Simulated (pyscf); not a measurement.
Structures and frequencies: ωB97X-D3(BJ)/def2-SVP in PySCF. MP2 and CC: frozen core, UHF for open shells. ΔMP2 is the change of the MP2 total energy from the triple- to the quadruple-zeta basis.

SMILES: CBN
```xyz
9

C     -0.4924    -0.4089    -0.0026
B      0.2103     0.2135    -1.2757
N     -0.2253     1.4103    -1.8544
H      0.2399    -0.5267     0.8151
H     -0.8558    -1.4262    -0.2301
H     -1.3415     0.1824     0.3785
H      1.1617    -0.3386    -1.7943
H     -1.0085     1.9445    -1.4966
H      0.2119     1.8226    -2.6688
```

Question: What is the homolytic dissociation enthalpy (298 K, CCSD(T)/def2-TZVPP + ΔMP2(QZVPP)) of the B–C bond of `[CH3][BH][NH2]`, to CH₃• + [HB–NH₂]•?

Answer: B–C to CH₃• + [HB–NH₂]•: 433.9 kJ/mol. The radicals are drawn with the spin at the cut bond; how far it spreads was not checked. Other isomers of [HB–NH₂]• were not searched in full and may lie lower. The CCSD(T) − MP2 part came from Ansatz, without density fitting, on the same reference.
